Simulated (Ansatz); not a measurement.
Input for Ansatz (a program for electronic structure): R-r2SCAN/def2-TZVPPD on H2O (SMILES O) with ghost functions. Files ending in .json are basis or fitting sets from the Basis Set Exchange.

Ansatz 0.2 input:
```yaml
crystal:
  periodic: [false, false, false]
  atoms:
    - {symbol: O, position_ang: [-2.24408235, -0.56438228, -0.00534456]}
    - {symbol: H, position_ang: [-2.60273935, 0.32329972, 0.02698744]}
    - {symbol: H, position_ang: [-1.28257435, -0.42678728, 0.01078344]}
basis:
  gaussian:
    orbitals: def2-TZVPPD.json
    ghost_atoms:
      - {symbol: N, position_ang: [0.92893965, -0.33952928, 0.02133444]}
      - {symbol: H, position_ang: [1.22430365, -0.89216728, -0.77345656]}
      - {symbol: H, position_ang: [1.23901965, -0.85025028, 0.83819344]}
      - {symbol: C, position_ang: [1.58827465, 0.96883472, -0.01890756]}
      - {symbol: H, position_ang: [1.27773265, 1.55055972, 0.84560844]}
      - {symbol: H, position_ang: [2.67958365, 0.92953972, -0.02786256]}
      - {symbol: H, position_ang: [1.26156265, 1.50475172, -0.90673056]}
hamiltonian:
  xc: {name: r2SCAN}
scf: {lower_state_search: off}
```

Output:

```
WARN ansatz: RAYON_NUM_THREADS=2 ignored (pool sized by the plan → 2); use --threads N
Functional definition: r2SCAN
these checks for a lower state are left out or cut short: stability, starts, cluster_reference, orbital_swaps, neighbouring_geometries, increment
integrals: 0.10 GiB planned
895 factors; their error is unknown
mean field: 0.96 GiB planned
mean field evaluation 1: about -2074.8619 eV, gradient 5.5e1 eV
mean field evaluation 2: about -2060.4623 eV, gradient 1.0e2 eV
mean field evaluation 4: about -2079.6475 eV, gradient 8.8e-1 eV
mean field evaluation 8: about -2079.6428 eV, gradient 2.3e-1 eV
mean field -2079.64281455 eV, -76.4254638021 hartree, gradient 5.2e-6 eV, S^2 0.000000; 0 other end points of the search recorded, 0 dependent functions left out
reference -2079.64282808 eV, -76.4254642993 hartree; 5, 5 occupied and 228, 228 virtual orbitals, 895 factors
Total energy: -2079.64282808 eV, -76.4254642993 hartree
Checks for a lower state left out: stability, starts, cluster_reference, orbital_swaps, neighbouring_geometries, increment
```

The run converged.

Cost: roughly 4 core-seconds.
